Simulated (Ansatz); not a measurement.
# NF3 (nitrogen trifluoride): wB97X/cc-pVTZ

What is the vertical ionisation energy of NF3 (nitrogen trifluoride) at wB97X/cc-pVTZ? 

The calculation is run with Ansatz 0.2.0.

22 further runs of the same task are left out: 22 set aside as unsound or not needed.

### Step 1. The molecule

NF3: 4 atoms, total charge 0, spin state singlet. As SMILES, `FN(F)F`. The coordinates come from a PBE0-D4/def2-TZVP relaxation.

Bond lengths: F1–N2 1.360 Å, N2–F3 1.360 Å, N2–F4 1.360 Å. Angles: F1–N2–F3 102.1°, F1–N2–F4 102.1°, F3–N2–F4 102.1°.

### Step 2. A single-point energy at wB97X/cc-pVTZ

The input, run.yaml:

```yaml
crystal:
  periodic: [false, false, false]
  atoms:
    - {symbol: F, position_ang: [0.614010, 0.000340, 1.066930]}
    - {symbol: "N", position_ang: [0.353420, -0.074150, -0.266250]}
    - {symbol: F, position_ang: [-0.636280, -1.006490, -0.312240]}
    - {symbol: F, position_ang: [-0.331150, 1.080310, -0.488440]}
basis:
  gaussian:
    orbitals: cc-pVTZ
accuracy: high
hamiltonian:
  xc: {name: wB97X}
output:
  orbitals: {seedname: orbitals}
```

On the command line:

```
$ ansatz run run.yaml --threads 1 --pin off --max-ram 3480MiB --events-out events.jsonl --progress --plain --runs-dir runs
```

Output:

```text
Warning: RAYON_NUM_THREADS=1 ignored (pool sized by the plan → 1); use --threads N
Functional definition: wB97X
  name "wB97X"
  parameter omega = 0.3/bohr
  parameter cx = 0.157706
  parameter cx1 = 0.726479
  parameter cx2 = 1.04760
  parameter cx3 = -5.70635
  parameter cx4 = 13.2794
  parameter css1 = -4.33879
  parameter css2 = 18.2308
  parameter css3 = -31.7430
  parameter css4 = 17.2901
  parameter cos1 = 2.37031
  parameter cos2 = -11.3995
  parameter cos3 = 6.58405
  parameter cos4 = -3.78132
  exchange = spin_sum(e_x_unif_sr(omega)*poly(b97_u_x, 1 - cx, cx1, cx2, cx3, cx4)) + cx*exact_x_sr(omega)
      + exact_x_lr(omega)
  correlation = spin_sum(e_c_pw_same_spin*poly(b97_u_same, 1, css1, css2, css3, css4))
      + integral(e_c_pw_opposite_spin*poly(b97_u_opposite, 1, cos1, cos2, cos3, cos4))
2075 factors; integrals over basis functions are off by at most 3.4e-9 eV
215 factors; integrals over basis functions are off by at most 1.6e-9 eV
mean field evaluation 1: about -9632.8697 eV, gradient 5.1e1 eV
mean field evaluation 2: about -9630.5240 eV, gradient 6.9e1 eV
mean field evaluation 4: about -9636.6249 eV, gradient 9.5e-1 eV
mean field evaluation 8: about -9636.7419 eV, gradient 9.9e-2 eV
mean field evaluation 16: about -9636.7420 eV, gradient 1.5e-5 eV
mean field -9636.74197466 eV, -354.1437355505 hartree, gradient 7.1e-8 eV, S^2 0.000000; 0 other end points of the search recorded, 0 dependent functions left out
reference -9636.74197363 eV, -354.1437355126 hartree; 17, 17 occupied and 103, 103 virtual orbitals, 2075 factors
Total energy: -9636.74197363 eV, -354.1437355126 hartree
```

Run time: 9.6 s. Hardware: 1 thread of Intel Xeon 6975P-C (Granite Rapids), shared host; peak memory 0.5 GiB.

### Step 3. The doublet cation

The input, input.yaml:

```yaml
basis:
  gaussian: {orbitals: cc-pVTZ}
crystal:
  periodic: [false, false, false]
  atoms:
    - {symbol: F, position_ang: [0.614010, 0.000340, 1.066930]}
    - {symbol: N, position_ang: [0.353420, -0.074150, -0.266250]}
    - {symbol: F, position_ang: [-0.636280, -1.006490, -0.312240]}
    - {symbol: F, position_ang: [-0.331150, 1.080310, -0.488440]}
total_charge: 1
magnetization: {spin_polarized: true, initial_magnetization: 1}
hamiltonian: {xc: {name: wB97X}}
accuracy: high
output: {orbitals: {seedname: orbitals}}
```

On the command line:

```
$ ansatz run input.yaml --threads 1 --pin off --max-ram 3480MiB --events-out events.jsonl --progress --plain --runs-dir runs
```

Output:

```text
Warning: RAYON_NUM_THREADS=1 ignored (pool sized by the plan → 1); use --threads N
[... 17 set-up lines as earlier in the session ...]
      + exact_x_lr(omega)
[... 1 set-up line as earlier in the session ...]
      + integral(e_c_pw_opposite_spin*poly(b97_u_opposite, 1, cos1, cos2, cos3, cos4))
2075 factors; integrals over basis functions are off by at most 3.4e-9 eV
215 factors; integrals over basis functions are off by at most 1.6e-9 eV
mean field evaluation 1: about -9614.8227 eV, gradient 5.5e1 eV
mean field evaluation 2: about -9601.4813 eV, gradient 9.2e1 eV
mean field evaluation 4: about -9623.2434 eV, gradient 1.6e0 eV
mean field evaluation 8: about -9623.3758 eV, gradient 2.1e-1 eV
mean field evaluation 16: about -9623.3763 eV, gradient 7.4e-4 eV
mean field evaluation 32: about -9623.3763 eV, gradient 7.0e-8 eV
mean field -9623.37630642 eV, -353.6525563022 hartree, gradient 3.2e-8 eV, S^2 0.758552; 0 other end points of the search recorded, 0 dependent functions left out
reference -9623.37630542 eV, -353.6525562653 hartree; 17, 16 occupied and 103, 104 virtual orbitals, 2075 factors
Total energy: -9623.37630542 eV, -353.6525562653 hartree
```

Run time: 19 s. Hardware: 1 thread of Intel Xeon 6975P-C (Granite Rapids), shared host; peak memory 0.71 GiB.

### Step 4. Summary of results

At wB97X/cc-pVTZ:

| quantity | value |
| --- | --- |
| singlet NF3: total energy | -354.14374 Eh |
| singlet NF3: HOMO energy | -12.64 eV |
| singlet NF3: LUMO energy | 3.57 eV |
| singlet NF3: HOMO–LUMO gap | 16.21 eV |
| doublet cation: total energy | -353.65256 Eh |
| doublet cation: HOMO energy (highest over α and β) | -23.60 eV |
| doublet cation: LUMO energy (lowest over α and β) | -14.04 eV |
| doublet cation: ⟨S²⟩ | 0.759 |
| vertical ionisation energy (to the doublet cation) | 13.366 eV |

**Reading.** Removing an electron at fixed nuclei costs 13.37 eV (1290 kJ/mol). The negative HOMO energy of the first species, 12.64 eV, lies 0.72 eV below that difference.
